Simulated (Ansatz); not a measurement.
The input, for Ansatz 0.2.0:

```yaml
crystal:
  periodic: [false, false, false]
  atoms:
    - {symbol: Si, position_ang: [0.000000, 0.000000, -4.858935]}
    - {symbol: Al, position_ang: [0.000000, 0.000000, 1.632065]}
    - {symbol: H, position_ang: [0.000000, 0.000000, 3.226871]}
basis:
  gaussian: {orbitals: 6-31G}
correlation: {method: fci, electrons: outside_noble_gas}
```

```sh
$ ansatz run in.yaml --threads 1 --pin off --events-out ev --progress --plain --max-ram 2393MiB
```

(1) Roughly how long does this take on 1 thread of Arm Neoverse V1, shared host, and how much host memory?

```
529 factors; integrals over basis functions are off by at most 7.5e-8 eV
mean field evaluation 1: about -14454.1838 eV, gradient 6.2e0 eV
mean field evaluation 2: about -14454.1844 eV, gradient 6.2e0 eV
mean field evaluation 4: about -14454.4985 eV, gradient 3.4e-1 eV
mean field evaluation 8: about -14454.4983 eV, gradient 2.6e-4 eV
mean field evaluation 16: about -14454.5214 eV, gradient 2.0e-1 eV
mean field evaluation 32: about -14454.4983 eV, gradient 2.2e-6 eV
mean field evaluation 64: about -14454.5204 eV, gradient 1.2e0 eV
mean field -14454.54341245 eV, -531.1946727663 hartree, gradient 1.2e-6 eV, S^2 0.000000; 9 other end points of the search recorded, 0 dependent functions left out; unrestricted orbitals would lower it
mean field evaluation 96: about -14454.6369 eV, gradient 8.5e0 eV
determinant -14454.54341245 eV, -531.1946727663 hartree, with singles and doubles -14456.88539117 eV, -531.2807388966 hartree
determinant -14454.49827524 eV, -531.1930140042 hartree, with singles and doubles -14456.85766436 eV, -531.2797199553 hartree
determinant -14454.54341245 eV, -531.1946727663 hartree, with singles and doubles -14456.89932287 eV, -531.2812508770 hartree
determinant -14454.49827524 eV, -531.1930140042 hartree, with singles and doubles -14456.87171554 eV, -531.2802363265 hartree
unrestricted determinant -14455.61342462 eV, -531.2339949881 hartree, S^2 1.0365
10 core orbitals not correlated: weight in the atoms' cores, before any rotation towards them, 1.000 or more for the frozen orbitals, at most 0.000 for the correlated occupied ones
reference -14454.54341245 eV, -531.1946727663 hartree; 4, 4 occupied and 14, 14 virtual orbitals, 529 factors
state -14457.01384740 eV, -531.2854595761 hartree
Total energy: -14457.01384740 eV, -531.2854595761 hartree
```

Results:

(1) 35 s wall and 0.37 GiB.
